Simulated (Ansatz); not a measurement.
`O[SiH2][SiH3]` → `O[SiH]` + SiH₄  (silylene formation by 1,1-elimination)

Program: Ansatz. Geometries: PBE0-D4/def2-TZVP. ΔE: electronic, gas phase. CCSD(T)/CBS is the MP2 limit (def2-TZVPP, def2-QZVPP) plus CCSD(T) − MP2 in def2-TZVPP, frozen cores. This one scheme is used for every species. DFT in def2-TZVPP. HSE06 is defined as in plane-wave codes. Each species was taken in one conformer, which may not be the lowest.

Is it downhill or uphill in electronic energy at CCSD(T)/CBS, and by how much? (An estimate is asked.)

Ansatz gave: Uphill: ΔE = +174.6 kJ/mol.

What do these levels give: PBE, r2SCAN0, HSE06, SCS-MP2/def2-TZVPP, SCS-MP2/def2-QZVPP, HF/CBS(def2)? (Best estimate.)

Ansatz gave: PBE 174.3, r2SCAN0 195.7, HSE06 185.9, SCS-MP2/def2-TZVPP 168.0, SCS-MP2/def2-QZVPP 172.5, HF/CBS(def2) 160.6 kJ/mol.

Largest T1 diagnostic among the species: 0.016.

Leaving LDA and LC-ωPBE aside and taking each functional with its dispersion term where it has one, the values, not all of them listed here, spread over 41.4 kJ/mol, from BLYP-D4 to r2SCAN0-D4. LDA lies +28.0 kJ/mol from PBE without D4. From r2SCAN to r2SCAN0 (25 % exact exchange), in def2-TZVPP and without D4, ΔE moves by +3.8 kJ/mol. At CCSD(T), def2-SVP lies −24.2 kJ/mol from the extrapolated value and def2-TZVPP −7.1 kJ/mol.
